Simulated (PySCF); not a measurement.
Question: Give a PBE0-D3(BJ)/def2-SVP geometry of 4-cyanopyridine radical anion, `N#Cc1ccncc1` [SMILES of the parent framework; charge -1 and doublet state]. (Charge -1 and doublet state.)

Answer: 
```
atom  x, y, z in Å
N1     3.457    0.398    0.067
C2     2.286    0.263    0.043
C3     0.899    0.103    0.014
C4    -0.021    1.216    0.031
C5    -1.376    0.986    0.000
N6    -1.981   -0.228   -0.046
C7    -1.115   -1.273   -0.061
C8     0.258   -1.189   -0.035
H9     0.362    2.240    0.068
H10   -2.054    1.854    0.014
H11   -1.577   -2.272   -0.098
H12    0.864   -2.099   -0.050
```

Any rigid rotation of these coordinates is as good. Atoms count from 1 in this order. C4 (carbon bonded to 2 C and H) is planar (angles 120.1°, 120.0° and 119.9°, sum 360.0°, 0.00 Å off the plane of its three neighbours). C5 (carbon bonded to C, N and H) is planar (angles 126.1°, 118.4° and 115.6°, sum 360.0°, 0.00 Å off the plane of its three neighbours). The 5 C–C bonds span 1.375 Å (C7–C8, aromatic) to 1.443 Å (C3–C8, aromatic), a spread of 0.068 Å. The 8 heavy atoms lie in one plane (0.000 Å rms).

Bonds between heavy atoms (Å): N1≡C2 1.179, C2–C3 1.397, C3–C4 1.443, C4–C5 1.375, C5–N6 1.357, N6–C7 1.357, C7–C8 1.375, C3–C8 1.443.

Theory: PBE0-D3(BJ)/def2-SVP geometry optimisation, gas phase (PySCF 2.14.0).

Point group: C2v (tolerance 0.08 Å). PBE0-D3(BJ)/def2-SVP frequencies: not computed here. ⟨S²⟩ = 0.764 (exact for a doublet: 0.75). Whether the extra electron is bound in the gas phase wasn't checked; a finite basis holds it in any case.
